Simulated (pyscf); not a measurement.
HO–SiH•–Cl (SMILES O[SiH]Cl) + HF (SMILES F) → H₂O (SMILES O) + F–SiH•–Cl (SMILES F[SiH]Cl), a four-centre exchange (doublet surface; O–Si, F–H broken, H–O, F–Si formed). Optimised with ωB97X-D3(BJ)/def2-SVP in PySCF. Correlated levels are frozen-core, on RHF or UHF. ΔMP2 is the change of the MP2 total energy from the triple- to the quadruple-zeta basis. Energies in kcal/mol from the separated reactants.

Small-basis levels: PySCF, no dispersion term, spherical d functions. Open shells are spin-unrestricted. 

Problem. Quick HF/6-31G* single points give ΔE‡ = 23.8 kcal/mol and ΔE = -12.9 kcal/mol. What does CCSD(T)/def2-TZVPP + ΔMP2(QZVPP) give, and how far is the quick result from it?

Solution. CCSD(T)/def2-TZVPP + ΔMP2(QZVPP) gives ΔE‡ = 18.2 kcal/mol and ΔE = -7.5 kcal/mol. HF/6-31G* lies 5.6 kcal/mol over it in the barrier and 5.4 kcal/mol under it in the reaction energy, so on this step it does not hold to within 3.0 kcal/mol. CCSD(T)/def2-TZVPP + ΔMP2(QZVPP) has limits of its own. On the reactant side the descent ends in a complex, 4.2 kcal/mol under the separated species and 19.7 kcal/mol under the saddle at ωB97X-D3(BJ)/def2-TZVP. At ωB97X-D3(BJ)/def2-TZVP the barrier from the zero used here is 15.4 kcal/mol. One saddle was located; it need not be the lowest between these sides. The CCSD(T) − MP2 part came from Ansatz, without density fitting, on the same reference.
